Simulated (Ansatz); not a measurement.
# NHO (singlet): from Hartree-Fock to the top rungs, cc-pVDZ

Aim: climb from Hartree-Fock through coupled cluster and multireference methods for NHO (singlet) at one geometry and basis, and see what each rung misses.

Computed with Ansatz 0.2.0, Gaussian basis. Level: cc-pVDZ, core rule «outside noble gas», up to 2 orbitals frozen.

To be run: UHF; CCSD(T) on RHF; CCSD(T) on UHF; BCCD(T) on RHF; CISD; CCSDT(Q) on RHF; CCSDT(Q) on UHF; CCSDTQ on RHF; CCSDTQ on UHF; CASSCF and MRCISD+Q, 12 electrons in 9 orbitals; CASSCF and NEVPT2, 12 electrons in 9 orbitals.

4 further runs of the same task are left out: 4 set aside as unsound or not needed. Runs told in other sessions of the task aren't counted.

## (1) The geometry

The geometry is a PBE0/def2-TZVP stationary point (not a proven minimum).

3 atoms, charge 0, spin multiplicity 1.

Atoms are counted from 1 here; the program's logs count them from 0.

Bond lengths: N1–O2 1.241 Å, O2–H3 1.000 Å. Angles: N1–O2–H3 112.3°.

## (2) UHF

Input file in.yaml:

```yaml
crystal:
  periodic: [false, false, false]
  atoms:
    - {symbol: N, position_ang: [0.000000, 0.066533, 0.690604]}
    - {symbol: O, position_ang: [0.000000, -0.105972, -0.538841]}
    - {symbol: H, position_ang: [0.000000, 0.757574, -1.043675]}
basis:
  gaussian: {orbitals: cc-pVDZ}
magnetization: {spin_polarized: true, initial_magnetization: 0}
hamiltonian: {xc: hf}
output: {orbitals: {seedname: orbitals}}
```

Started as:

```bash
ansatz run in.yaml --threads 1 --pin off --events-out ev --progress --plain --max-ram 2816MiB --backend cpu
```

The runs that follow: CCSD(T) on RHF; CCSD(T) on UHF; BCCD(T) on RHF; CISD; CCSDT(Q) on RHF; CCSDT(Q) on UHF; CCSDTQ on RHF; CCSDTQ on UHF; CASSCF and MRCISD+Q, 12 electrons in 9 orbitals; CASSCF and NEVPT2, 12 electrons in 9 orbitals.

**Question.** What will the summary of the whole plan be? Wanted: RCCSDTQ from the RHF energy; RMP2 from RCCSDTQ; RCCSD from RCCSDTQ; RCCSD(T) from RCCSDTQ; RCCSDT(Q) from RCCSDTQ; NEVPT2 valence from RCCSDTQ; MRCISD+Q valence from RCCSDTQ; T1 diagnostic; effectively unpaired electrons.

As calculated:

| quantity | value |
| --- | --- |
| RCCSDTQ from the RHF energy | -9.7355 eV |
| RMP2 from RCCSDTQ | +914.7 meV |
| RCCSD from RCCSDTQ | +350.7 meV |
| RCCSD(T) from RCCSDTQ | +57.5 meV |
| RCCSDT(Q) from RCCSDTQ | -3.5 meV |
| NEVPT2 valence from RCCSDTQ | +1215.2 meV |
| MRCISD+Q valence from RCCSDTQ | +91.9 meV |
| levels within 1 kcal/mol (43 meV) | RCCSDT, RCCSDT(Q) |
| T1 diagnostic | 0.025 |
| effectively unpaired electrons | 0.03 |

**Reading.** RCCSD(T) misses by +57.5 meV, 0.6 % of the correlation energy. One determinant dominates. Of the multireference levels listed MRCISD+Q valence comes nearest in total energy (+91.9 meV), which doesn't show that its space is the better one. These misses are within one basis, not against nature.

The restricted and unrestricted ladders end 0.66 eV apart at CCSDT(Q), which points to two states or an unsound top rung; rows of one don't measure the error of the other.
